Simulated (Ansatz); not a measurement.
# UCCSD/aug-cc-pVTZ run of OH (SMILES [OH])

Aim: the vertical doublet–quartet gap of OH at UCCSD/aug-cc-pVTZ, from 2 runs. 

The results are computed with Ansatz 0.2.0.

28 further runs of the same task are left out: 28 set aside as unsound or not needed.

## Step 1: The system as given

OH: 2 atoms, total charge 0, spin state doublet. SMILES: `[OH]`. The shape is that of a PBE0-D4/def2-TZVP optimisation.

Bond lengths: O1–H2 0.973 Å.

## Step 2: The energy at UCCSD/aug-cc-pVTZ

input.yaml reads:

```yaml
crystal:
  periodic: [false, false, false]
  atoms:
    - {symbol: O, position_ang: [0.415880, -0.133150, 0.214550]}
    - {symbol: H, position_ang: [-0.415880, 0.133150, -0.214550]}
basis:
  gaussian:
    orbitals: aug-cc-pVTZ
magnetization:
  spin_polarized: true
  initial_magnetization: 1
correlation:
  method: ccsd
  frozen_orbitals: {H: 0, O: 1}
accuracy: high
scf:
  omitted_lower_state_checks: [cluster_reference, increment]
```

Command:

```bash
$ ansatz run input.yaml --threads 1 --pin off --max-ram 3480MiB --events-out events.jsonl --progress --plain --runs-dir runs
```

The program printed, cut to the lines that bear on the results:

```text
Warning: RAYON_NUM_THREADS=1 ignored (pool sized by the plan → 1); use --threads N
Functional definition: HF
  name "HF"
[...]
899 factors; integrals over basis functions are off by at most 3.0e-9 eV
[...]
mean field -2052.32396208 eV, -75.4215144914 hartree, gradient 2.8e-8 eV, S^2 0.757130; 2 other end points of the search recorded, 0 dependent functions left out
1 core orbitals not correlated: weight in the atoms' cores, before any rotation towards them, 1.000 or more for the frozen orbitals, at most 0.000 for the correlated occupied ones
reference -2052.32396208 eV, -75.4215144914 hartree; 4, 3 occupied and 64, 65 virtual orbitals, 899 factors
second order -5.57318406 eV of doubles, -0.00000000 eV of singles
cycle   1  -5.79915428 eV  change   -2.3e-1 eV  update   3.9e-2
[...]
cycle  22  -5.93692302 eV  change   4.5e-10 eV  update  6.3e-10
Total energy: -2058.26088511 eV, -75.6396923883 hartree
Checks for a lower state left out: cluster_reference, increment
```

It took 2.6 s on 1 thread of Arm Neoverse V2, shared host; peak memory 0.36 GiB.

## Step 3: The quartet, same level

Edit input.yaml of step 2 so:

```diff
@@ -1 +1,4 @@
+basis:
+  gaussian:
+    orbitals: aug-cc-pVTZ
 crystal:
@@ -5,8 +8,5 @@
     - {symbol: H, position_ang: [-0.415880, 0.133150, -0.214550]}
-basis:
-  gaussian:
-    orbitals: aug-cc-pVTZ
 magnetization:
   spin_polarized: true
-  initial_magnetization: 1
+  initial_magnetization: 3
 correlation:
```

Command:

```bash
$ ansatz run input.yaml --threads 1 --pin off --max-ram 3480MiB --events-out events.jsonl --progress --plain --runs-dir runs
```

The program printed, cut to the lines that bear on the results:

```text
Warning: RAYON_NUM_THREADS=1 ignored (pool sized by the plan → 1); use --threads N
[... 2 set-up lines as earlier in the session ...]
[...]
899 factors; integrals over basis functions are off by at most 3.0e-9 eV
[...]
mean field -2046.16204338 eV, -75.1950681556 hartree, gradient 1.3e-8 eV, S^2 3.759557; 0 other end points of the search recorded, 0 dependent functions left out
1 core orbitals not correlated: weight in the atoms' cores, before any rotation towards them, 1.000 or more for the frozen orbitals, at most 0.000 for the correlated occupied ones
reference -2046.16204338 eV, -75.1950681556 hartree; 5, 2 occupied and 63, 66 virtual orbitals, 899 factors
second order -4.18441508 eV of doubles, -0.00000000 eV of singles
cycle   1  -4.55287098 eV  change   -3.7e-1 eV  update   3.7e-2
[...]
cycle  21  -4.68478584 eV  change  -3.7e-10 eV  update  4.0e-10
Total energy: -2050.84682922 eV, -75.3672308598 hartree
Checks for a lower state left out: cluster_reference, increment
```

It took 2.3 s on 1 thread of Arm Neoverse V2, shared host; peak memory 0.36 GiB.

## Step 4: Summary of results

At UCCSD/aug-cc-pVTZ, 1 core orbital frozen:

```
                                           quantity         value
                              doublet: total energy  -75.63969 Eh
doublet: correlation energy (1 core orbital frozen)    -218.2 mEh
         doublet: ⟨S²⟩ of the reference determinant         0.757
                             doublet: T1 diagnostic         0.010
                              quartet: total energy  -75.36723 Eh
quartet: correlation energy (1 core orbital frozen)    -172.2 mEh
         quartet: ⟨S²⟩ of the reference determinant         3.760
                             quartet: T1 diagnostic         0.014
   vertical energy of the quartet above the doublet      7.414 eV
```

At this shape the quartet lies 7.41 eV (171 kcal/mol) above the doublet.
